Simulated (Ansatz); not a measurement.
`C#CC(=O)S` + H₂O → `C#CC(=O)O` + H₂S at 600 K and 1 bar (formal hydrolysis of a C–S bond).

Computed with Ansatz on PBE0-D4/def2-TZVP structures; ΔE is electronic, products minus reactants. CBS: MP2 limit from def2 TZ/QZ plus the TZ coupled-cluster correction, frozen cores. This one scheme is used for every species. One conformer a species, not always the lowest.

```
    species  CCSD(T)/CBS energy (Eh)  H − E (kJ/mol)  S (J/(mol·K))
`C#CC(=O)S`               -588.22212           146.4          379.9
        H₂O                -76.37941            76.8          212.8
`C#CC(=O)O`               -265.63711           157.8          358.0
        H₂S               -398.97279            60.8          230.9
```

H − E and S are ideal-gas, rigid-rotor, harmonic terms from PBE0-D4/def2-TZVP, for one conformer and one mirror image of each species. 1 Eh = 2625.50 kJ/mol, R = 8.31446 J/(mol·K).

Q: By hand: ΔE, ΔH, ΔS and ΔG.

A: ΔE = (-265.63711) + (-398.97279) − (-588.22212) − (-76.37941) = -0.00837 Eh = -22.0 kJ/mol. Δ(H − E) = 157.8 + 60.8 − 146.4 − 76.8 = -4.6, so ΔH = -26.6 kJ/mol. ΔS = 358.0 + 230.9 − 379.9 − 212.8 = -3.8 J/(mol·K). ΔG = -26.6 − 600 × (-3.8)/1000 = -24.3 kJ/mol.

Q: By hand: the equilibrium constant, and the temperature at which ΔG would vanish if ΔH and ΔS stayed fixed.

A: log₁₀ K = −ΔG/(RT ln 10) = 2.1. ΔG = 0 at ΔH/ΔS = 7000 K, far beyond where these terms or the molecules hold.

The number of gas molecules stays the same, so ΔS is small and ΔH decides. A doubt of 5 kJ/mol in ΔE shifts log₁₀ K by 0.4 here. Other conformers and mirror images would add mixing entropy, several J/(mol·K) or more a flexible species. These are equilibria of isolated gas molecules and say nothing of rates. Largest T1 diagnostic: 0.017 (customary marks: 0.02 for closed shells, 0.045 for open ones).
